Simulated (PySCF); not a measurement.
These are B3LYP-D3(BJ)/def2-TZVP run with PySCF values and carry that method's errors. All species are isolated molecules in the gas phase. B3LYP has the VWN-RPA correlation part, as in Gaussian. Excitations are Tamm–Dancoff values on a coarser integration grid. The basis has no diffuse functions, so Rydberg states are missing or too high.

Reference species (SMILES): `C#N` (neutral, multiplicity 1).

```json
{
  "HOMO–LUMO gap": "10.15 eV",
  "S1 excitation (TDA)": "7.93 eV"
}
```

Changed species: `BC#N` (X = boryl; the reference has X = H).

### Question
Give the shifts of the HOMO–LUMO gap and S1 excitation (TDA).

### Answer
the HOMO–LUMO gap decreases by 4.20 eV, to 5.95 eV; the S1 excitation (TDA) falls by 3.50 eV, to 4.43 eV.
